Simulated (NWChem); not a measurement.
System: LiF anion, doublet; SMILES of the neutral closed-shell parent [Li][F]

```xyz
2

Li     0.0000     0.0000    -1.2292
F      0.0000     0.0000     0.4097
```
Atoms are numbered in this order, from 1.

All runs: NWChem. Spin-unrestricted. Sets without diffuse functions describe the anion's extra electron poorly. All runs use the structure optimised with B3LYP/def2-SVPD, spin-unrestricted. This spin state was assumed; another may lie lower. No stability test was run on the SCF state.

Taking UHF/cc-pVQZ as the yardstick, which of these has the fewest basis functions while keeping “highest occupied level (eV)” within 0.1 eV of it: UHF/aug-cc-pVDZ; UHF/cc-pVDZ; UHF/aug-cc-pVTZ; UHF/cc-pVTZ?

UHF/aug-cc-pVDZ.
| level | basis functions | highest occupied level (eV) |
|---|---|---|
| UHF/cc-pVDZ | 28 | -0.17 |
| UHF/aug-cc-pVDZ | 46 | -0.38 |
| UHF/cc-pVTZ | 60 | -0.22 |
| UHF/aug-cc-pVTZ | 92 | -0.37 |
| UHF/cc-pVQZ | 110 | -0.30 |

The yardstick is one finite set, not the basis-set limit.
